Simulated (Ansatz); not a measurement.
One change: `[Cl][Mg][Cl]` becomes `[SH][Mg][Cl]`.

Ansatz, PBE0-D4/def2-TZVP geometries, multiplicity 1. Each molecule was computed in one conformer, which needn't be the lowest.

```csv
property,`[Cl][Mg][Cl]`
LUMO energy (PBE0/def2-TZVPP) / eV,-1.79
zero-point energy (PBE0-D4/def2-TZVP) / kJ/mol,7.0
HOMO energy (ωB97M-V/def2-TZVPP) / eV,-11.31
size of the dipole moment (PBE/def2-TZVPP) / D,0.01
HOMO–LUMO gap (PBE0/def2-TZVPP) / eV,7.23
HOMO–LUMO gap (PBE/def2-TZVPP) / eV,5.12
```

(1) Give the same properties after the change, and the shifts. (An estimate is asked.)

Results:

(1) The calculation gave: 
```tsv
property	`[SH][Mg][Cl]`	shift
LUMO energy (PBE0/def2-TZVPP) / eV	-1.62	0.17
zero-point energy (PBE0-D4/def2-TZVP) / kJ/mol	26.0	19.0
HOMO energy (ωB97M-V/def2-TZVPP) / eV	-9.64	1.67
size of the dipole moment (PBE/def2-TZVPP) / D	0.93	0.92
HOMO–LUMO gap (PBE0/def2-TZVPP) / eV	5.84	-1.39
HOMO–LUMO gap (PBE/def2-TZVPP) / eV	3.95	-1.17
```

With PBE0 the HOMO rises by 1.56 eV and the LUMO rises by 0.17 eV, so the gap narrows by about 1.39 eV. PBE moves the HOMO by 1.36 eV and ωB97M-V by 1.67 eV. The zero-point energy changes by 19.0 kJ/mol with +2 modes.
